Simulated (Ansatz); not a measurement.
A calculation with Ansatz (development build ahead of 0.2.0).

```yaml
crystal:
  periodic: [false, false, false]
  atoms:
    - { symbol: C, position_ang: [1.11959, -0.01749, 0.11234] }
    - { symbol: C, position_ang: [0.03924, 1.07142, -0.09664] }
    - { symbol: C, position_ang: [-1.11696, 0.02653, 0.12002] }
    - { symbol: C, position_ang: [-0.00876, -1.103, -0.16803] }
    - { symbol: H, position_ang: [1.41635, 0.03481, 1.21244] }
    - { symbol: H, position_ang: [1.97163, 0.04435, -0.53556] }
    - { symbol: H, position_ang: [0.02373, 1.44469, -1.19626] }
    - { symbol: H, position_ang: [-0.04541, 1.95657, 0.49741] }
    - { symbol: H, position_ang: [-1.92151, 0.00608, -0.51495] }
    - { symbol: H, position_ang: [-1.37357, 0.03734, 1.16609] }
    - { symbol: H, position_ang: [-0.04108, -1.98978, 0.53399] }
    - { symbol: H, position_ang: [0.02583, -1.40812, -1.13595] }
basis:
  gaussian: { orbitals: cc-pVDZ }
hamiltonian:
  xc: hf
correlation:
  method: mp2
  frozen_orbitals: { C: 1, H: 0 }
```

The input is written out in the form of the current development build from the run's settings.

Results

```yaml
Converged: yes
Reference_energy: -156.08607 hartree
Correlation_energy: -0.56957 hartree
Total_energy: -156.65564 hartree
Spin_squared_of_the_determinant: 0.000
```
